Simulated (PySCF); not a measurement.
# C2H4: geometry, coupled-cluster ionisations and excitations

What coupled-cluster ionisations and excitations should C2H4 (`C=C`) show?

Computed with PySCF 2.14.0, with density-fitted response routines of our own, on a single molecule in the gas phase. Atoms count from 0, in the outputs and in this text.

### 1 The molecule as given

6 atoms, charge 0, multiplicity 1; geometry from: GFN2-xTB.

Bonds of the start (Å): C0–C1 1.32, C0–H2 1.08, C0–H3 1.08, C1–H4 1.08, C1–H5 1.08.

### 2 Geometry optimisation at PBE0-D3(BJ)/def2-TZVP

What the job is given:

```
{"job": {"xc": "PBE0", "basis": "def2-TZVP", "d3": "d3bj", "grid": 2, "kind": "geom"}, "charge": 0, "multiplicity": 1}
C     -0.656790    -0.042630    -0.003650
C      0.656800     0.042500     0.003630
H     -1.286080     0.820530     0.140300
H     -1.167790    -0.979580    -0.153820
H      1.286090    -0.820660    -0.139490
H      1.167780     0.979710     0.153010
```

**Question.** This job is followed by: EOM-CCSD/cc-pVTZ, vertical, frozen core, gas phase. What will the session give for the following? point group; rotational constants (main isotopes); correlation energy, MP2 and CCSD; T1 diagnostic; first ionisation (EOM-IP-CCSD).

**Answer**, as computed:

| quantity | value |
| --- | --- |
| point group | D2h |
| rotational constants (main isotopes) | 147.17, 30.42, 25.21 GHz |
| correlation energy, MP2 and CCSD | -9.12, -9.79 eV |
| T1 diagnostic | 0.0105 |
| first ionisation (EOM-IP-CCSD) | 10.69 eV |

What this shows: Over 3 steps the energy fell by 0.005 eV; of the close pairs, C1–H4 changed most, 1.078 to 1.085 Å. No frequency check was run at this level, so the end point may be a saddle. MP2 recovers 93 % of the CCSD correlation energy. For the hole of the first ionisation, Koopmans' theorem lies 0.39 eV below EOM-IP-CCSD.
